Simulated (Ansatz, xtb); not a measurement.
# A geometry optimisation of C2H2Al with r2SCAN-D4/def2-SVP

The starting geometry of this gas-phase doublet was built from a drawn formula by distance geometry and a force field; its bonds are those of `[C]=[CH][AlH]`.

```yaml
atoms:
  - { symbol: C, position_ang: [-1.8283, 2.7930, 0.3732] }
  - { symbol: C, position_ang: [-1.1627, 1.9474, 1.0538] }
  - { symbol: Al, position_ang: [-1.5004, 0.0346, 0.8615] }
  - { symbol: H, position_ang: [-0.4128, 2.2736, 1.7721] }
  - { symbol: H, position_ang: [-0.6366, -1.0215, 1.7063] }
```

**Question.** Where would you expect an optimisation with r2SCAN-D4/def2-SVP to take it?

**Answer.** It rearranges to `C#[C][AlH]`. Contacts that open: C2–Al3 (1.95 → 3.14 Å). Contacts that close: C1–Al3 (2.82 → 1.92 Å).

The energy falls by 1.74 eV over 21 steps:

| step | E − E(last) (eV) |
| --- | --- |
| 1 | 1.742 |
| 3 | 1.658 |
| 5 | 1.372 |
| 8 | 0.579 |
| 10 | 0.555 |
| 12 | 0.516 |
| 14 | 0.387 |
| 17 | 0.034 |
| 19 | 0.000 |
| 21 | 0.000 |

Final geometry (Å):

| atom | x (Å) | y (Å) | z (Å) |
| --- | --- | --- | --- |
| C | -1.1707 | 1.4967 | 1.1029 |
| C | -0.7792 | 2.6231 | 1.3988 |
| Al | -1.9186 | -0.1724 | 0.5333 |
| H | -0.4243 | 3.6035 | 1.6673 |
| H | -1.2481 | -1.5239 | 1.0646 |

From the same start GFN2-xTB reaches the same bonding as this run.

No frequencies were run, so the end isn't proven a minimum. Open shells are spin-unrestricted. Run with Ansatz 0.2.0, 21 s on 2 threads of Intel(R) Xeon(R) 6975P-C (Granite Rapids), on a shared host.
